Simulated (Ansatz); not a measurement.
# A workflow on SCl2O2 (sulfuryl chloride)

We compute a series of 9 runs (HF/def2-SV(P), UHF/def2-SV(P), HF/def2-SVP, UHF/def2-SVP, HF/def2-TZVP, UHF/def2-TZVP, HF/def2-TZVPP, UHF/def2-TZVPP, and more) of Cl2O2S. 

Program for the calculation: Ansatz 0.2.0.

### 1 The molecule

The species is SCl2O2 (5 atoms), meant as a singlet with charge 0. As SMILES, `O=S(=O)(Cl)Cl`. The shape is that of a PBE0-D4/def2-TZVP optimisation.

Bond lengths: O1–S2 1.415 Å, S2–O3 1.416 Å, S2–Cl4 2.013 Å, S2–Cl5 2.013 Å. Angles: O1–S2–O3 123.0°, O1–S2–Cl4 107.8°, O1–S2–Cl5 107.8°, O3–S2–Cl4 107.8°, O3–S2–Cl5 107.8°, Cl4–S2–Cl5 100.5°.

### 2 Energy and gradient at HF/def2-SV(P) (run 1)

Contents of input.yaml:

```yaml
crystal:
  periodic: [false, false, false]
  atoms:
    - {symbol: O, position_ang: [0.866100, 0.300300, -1.246600]}
    - {symbol: S, position_ang: [-0.068500, 0.126800, -0.197800]}
    - {symbol: O, position_ang: [-1.381700, 0.653700, -0.241000]}
    - {symbol: Cl, position_ang: [-0.209600, -1.845200, 0.179900]}
    - {symbol: Cl, position_ang: [0.793700, 0.764400, 1.505600]}
basis:
  gaussian:
    orbitals: def2-SV_P_.json
hamiltonian:
  xc: hf
output: {forces: true, orbitals: {seedname: orbitals}}
```

The basis set def2-SV(P) is read from a file made from the Basis Set Exchange's data (not shown).

Command:

```console
$ ansatz run input.yaml --threads 1 --pin off --max-ram 2610MiB --events-out events.jsonl --progress --plain --runs-dir runs
```

The program printed:

```text
Warning: RAYON_NUM_THREADS=1 ignored (pool sized by the plan → 1); use --threads N
Functional definition: HF
  name "HF"
  exchange = exact_x
  correlation = 0
736 factors; integrals over basis functions are off by at most 1.1e-3 eV
mean field evaluation 1: about -39873.3413 eV, gradient 5.9e1 eV
mean field evaluation 2: about -39873.6915 eV, gradient 6.0e1 eV
mean field evaluation 4: about -39880.5076 eV, gradient 2.9e0 eV
mean field evaluation 8: about -39880.5635 eV, gradient 2.9e-1 eV
mean field -39880.56396473 eV, -1465.5836936866 hartree, gradient 3.1e-5 eV, S^2 0.000000; 0 other end points of the search recorded, 0 dependent functions left out
the calculation of the forces begins
reference -39880.56396473 eV, -1465.5836936866 hartree; 33, 33 occupied and 49, 49 virtual orbitals, 736 factors
Total energy: -39880.56396473 eV, -1465.5836936866 hartree
Atom 0 at     0.866100     0.300300    -1.246600 Å, force    -0.532753    -0.070041     0.540445 eV/Å
Atom 1 at    -0.068500     0.126800    -0.197800 Å, force    -0.228903     0.409381    -0.629821 eV/Å
Atom 2 at    -1.381700     0.653700    -0.241000 Å, force     0.724258    -0.270150    -0.017438 eV/Å
Atom 3 at    -0.209600    -1.845200     0.179900 Å, force    -0.001634    -0.087353     0.026673 eV/Å
Atom 4 at     0.793700     0.764400     1.505600 Å, force     0.039032     0.018164     0.080141 eV/Å
Dipole moment:     0.133725    -0.247286     0.385348 e Å
```

Wall time 1.1 s (1 thread of Arm Neoverse V1, shared host); peak memory 0.13 GiB.

### 3 The doublet cation: energy and forces at UHF/def2-SV(P) (run 2)

Contents of job.yaml:

```yaml
crystal:
  periodic: [false, false, false]
  atoms:
    - {symbol: O, position_ang: [0.866100, 0.300300, -1.246600]}
    - {symbol: S, position_ang: [-0.068500, 0.126800, -0.197800]}
    - {symbol: O, position_ang: [-1.381700, 0.653700, -0.241000]}
    - {symbol: Cl, position_ang: [-0.209600, -1.845200, 0.179900]}
    - {symbol: Cl, position_ang: [0.793700, 0.764400, 1.505600]}
basis:
  gaussian:
    orbitals: def2-SV_P_.json
total_charge: 1
magnetization:
  spin_polarized: true
  initial_magnetization: 1
hamiltonian:
  xc: hf
output:
  forces: true
```

The basis set def2-SV(P) is read from a file made from the Basis Set Exchange's data (not shown).

Command:

```console
$ ansatz run job.yaml --threads 1 --pin off --max-ram 2610MiB --events-out events.jsonl --progress --plain --runs-dir runs
```

The program printed:

```text
Warning: RAYON_NUM_THREADS=1 ignored (pool sized by the plan → 1); use --threads N
[... 31 lines left out ...]
Total energy: -39868.72898802 eV, -1465.1487663145 hartree
[... 5 lines left out ...]
Dipole moment:    -0.302463     0.050779     0.349394 e Å
```

It took 33 s on 1 thread of Arm Neoverse V1, shared host; peak memory 0.23 GiB.

### 4 Energy and forces at HF/def2-SVP (run 3)

Contents of in.yaml:

```yaml
crystal:
  periodic: [false, false, false]
  atoms:
    - {symbol: O, position_ang: [0.866100, 0.300300, -1.246600]}
    - {symbol: S, position_ang: [-0.068500, 0.126800, -0.197800]}
    - {symbol: O, position_ang: [-1.381700, 0.653700, -0.241000]}
    - {symbol: Cl, position_ang: [-0.209600, -1.845200, 0.179900]}
    - {symbol: Cl, position_ang: [0.793700, 0.764400, 1.505600]}
basis:
  gaussian: {orbitals: def2-SVP}
hamiltonian: {xc: hf}
output: {forces: true, orbitals: {seedname: orbitals}}
```

Command:

```console
$ ansatz run in.yaml --threads 1 --pin off --max-ram 2610MiB --events-out events.jsonl --progress --plain --runs-dir runs
```

The program printed, shortened:

```text
Warning: RAYON_NUM_THREADS=1 ignored (pool sized by the plan → 1); use --threads N
Functional definition: HF
  name "HF"
[...]
736 factors; integrals over basis functions are off by at most 1.1e-3 eV
[...]
mean field -39880.56396473 eV, -1465.5836936866 hartree, gradient 3.1e-5 eV, S^2 0.000000; 0 other end points of the search recorded, 0 dependent functions left out
[...]
reference -39880.56396473 eV, -1465.5836936866 hartree; 33, 33 occupied and 49, 49 virtual orbitals, 736 factors
Total energy: -39880.56396473 eV, -1465.5836936866 hartree
Atom 0 at     0.866100     0.300300    -1.246600 Å, force    -0.532753    -0.070041     0.540445 eV/Å
Atom 1 at    -0.068500     0.126800    -0.197800 Å, force    -0.228903     0.409381    -0.629821 eV/Å
Atom 2 at    -1.381700     0.653700    -0.241000 Å, force     0.724258    -0.270150    -0.017438 eV/Å
Atom 3 at    -0.209600    -1.845200     0.179900 Å, force    -0.001634    -0.087353     0.026673 eV/Å
Atom 4 at     0.793700     0.764400     1.505600 Å, force     0.039032     0.018164     0.080141 eV/Å
Dipole moment:     0.133725    -0.247286     0.385348 e Å
```

Run time: 1.1 s. Hardware: 1 thread of Arm Neoverse V1, shared host; peak memory 0.14 GiB.

Runs 4 to 8 aren't shown in full; the table further down has their settings and results.

### 5 Energy and gradient at HF/def2-QZVP (run 9)

Contents of molecule.yaml:

```yaml
crystal:
  periodic: [false, false, false]
  atoms:
    - symbol: O
      position_ang: [0.866100, 0.300300, -1.246600]
    - symbol: S
      position_ang: [-0.068500, 0.126800, -0.197800]
    - symbol: O
      position_ang: [-1.381700, 0.653700, -0.241000]
    - symbol: Cl
      position_ang: [-0.209600, -1.845200, 0.179900]
    - symbol: Cl
      position_ang: [0.793700, 0.764400, 1.505600]
basis:
  gaussian: {orbitals: def2-QZVP.json}
hamiltonian: {xc: hf}
output: {forces: true, orbitals: {seedname: orbitals}}
```

The basis set def2-QZVP is read from a file made from the Basis Set Exchange's data (not shown).

Command:

```console
$ ansatz run molecule.yaml --threads 1 --pin off --max-ram 2610MiB --events-out events.jsonl --progress --plain --runs-dir runs
```

The program printed, shortened:

```text
Warning: RAYON_NUM_THREADS=1 ignored (pool sized by the plan → 1); use --threads N
Functional definition: HF
  name "HF"
[...]
1698 factors; their error is unknown
[...]
mean field -39901.43242976 eV, -1466.3505956313 hartree, gradient 2.4e-5 eV, S^2 0.000000; 0 other end points of the search recorded, 0 dependent functions left out
[...]
reference -39901.43242976 eV, -1466.3505956313 hartree; 33, 33 occupied and 291, 291 virtual orbitals, 1698 factors
Total energy: -39901.43242976 eV, -1466.3505956313 hartree
Atom 0 at     0.866100     0.300300    -1.246600 Å, force    -1.735041    -0.237393     1.779742 eV/Å
Atom 1 at    -0.068500     0.126800    -0.197800 Å, force    -0.376854     0.684898    -1.060085 eV/Å
Atom 2 at    -1.381700     0.653700    -0.241000 Å, force     2.346244    -0.881214    -0.042271 eV/Å
Atom 3 at    -0.209600    -1.845200     0.179900 Å, force     0.027380     0.592995    -0.147563 eV/Å
Atom 4 at     0.793700     0.764400     1.505600 Å, force    -0.261729    -0.159286    -0.529822 eV/Å
Dipole moment:     0.139097    -0.257248     0.400903 e Å
```

Wall time 39 s (1 thread of Arm Neoverse V1, shared host); peak memory 0.98 GiB.

### 6 Overview of the runs

```tsv
run	level	partner	energy (Eh)	dipole moment (D)	HOMO energy (eV)	LUMO energy (eV)	wall time
1	HF/def2-SV(P)	base	-1465.583694	2.29	-13.70	1.10	1.1 s
2	UHF/def2-SV(P)	cation	-1465.148766	–	–	–	33 s
3	HF/def2-SVP	base	-1465.583694	2.29	-13.70	1.10	1.1 s
4	UHF/def2-SVP	cation	-1465.148766	–	–	–	32 s
5	HF/def2-TZVP	base	-1466.303162	2.39	-13.63	1.08	7.8 s
6	UHF/def2-TZVP	cation	-1465.875155	–	–	–	4.2 min
7	HF/def2-TZVPP	base	-1466.303329	2.39	-13.63	1.09	9.9 s
8	UHF/def2-TZVPP	cation	-1465.875370	–	–	–	5.1 min
9	HF/def2-QZVP	base	-1466.350596	2.38	-13.64	0.94	39 s
```

### 7 Outcome

| quantity | value |
| --- | --- |
| run 9, HF/def2-QZVP: total energy | -1466.35060 Eh |
| run 9, HF/def2-QZVP: dipole moment | 2.38 D |
| run 9, HF/def2-QZVP: HOMO energy | -13.64 eV |
| run 9, HF/def2-QZVP: LUMO energy | 0.94 eV |
| run 9, HF/def2-QZVP: HOMO–LUMO gap | 14.58 eV |
| run 9, HF/def2-QZVP: largest force on an atom | 2.507 eV/Å |
| vertical ionisation energy (to the doublet cation), HF/def2-SV(P) | 11.835 eV |
| vertical ionisation energy (to the doublet cation), HF/def2-SVP | 11.835 eV |
| vertical ionisation energy (to the doublet cation), HF/def2-TZVP | 11.647 eV |
| vertical ionisation energy (to the doublet cation), HF/def2-TZVPP | 11.645 eV |

**Reading.** At HF/def2-SV(P): removing an electron at fixed nuclei costs 11.83 eV (1142 kJ/mol). The negative HOMO energy of the first species, 13.70 eV, lies 1.87 eV above that difference. At HF/def2-SVP: the vertical ionisation energy comes to 11.83 eV (273 kcal/mol). −ε(HOMO) before ionisation, 13.70 eV, is 1.87 eV above this ionisation energy. At HF/def2-TZVP: removing an electron at fixed nuclei costs 11.65 eV (269 kcal/mol). −ε(HOMO) before ionisation, 13.63 eV, is 1.98 eV above this ionisation energy. Over runs 1, 3, 5, 7, 9 the dipole moment (its size) runs from 2.29 D (HF/def2-SV(P)) to 2.39 D (HF/def2-TZVP). Over runs 1, 3, 5, 7, 9 the HOMO–LUMO gap runs from 14.58 eV (HF/def2-QZVP) to 14.80 eV (HF/def2-SV(P)). All runs together took 11 min, the longest 5.1 min.
